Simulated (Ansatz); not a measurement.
Rock-salt SrO was calculated with G0W0@PBE0 (hard PAW, contour deformation; Ansatz, a first-principles code).

The same calculation (at the measured cell, 17.174 Å³/atom) with different numerical settings; throughout: k mesh 2×2×2:

| run | response cutoff (eV) | empty bands | quasiparticle gap on the mesh (eV) | quasiparticle gap at Γ (eV) | rough time |
|---|---|---|---|---|---|
| 1 | 100 | 143 | 5.240 | 5.886 | 40 core-s |
| 2 | 150 | 263 | 5.405 | 6.069 | 60 core-s |
| 3 | 200 | 405 | 5.523 | 6.173 | 80 core-s |
| 4 | 250 | 566 | 5.593 | 6.227 | 3 core-min |
| 5 | 300 | 745 | 5.648 | 6.266 | 5 core-min |
| 6 | 400 | 1146 | 5.706 | 6.305 | 8 core-min |
| 7 | 500 | 1602 | 5.735 | 6.322 | 20 core-min |

In the column quasiparticle gap on the mesh (eV) the first row differs from the last by -0.495 and the next to last by -0.029.

The last row is no converged limit: other settings stay fixed.

Spin–orbit coupling is not included.

Note: GW on a hybrid start was not checked against another program.
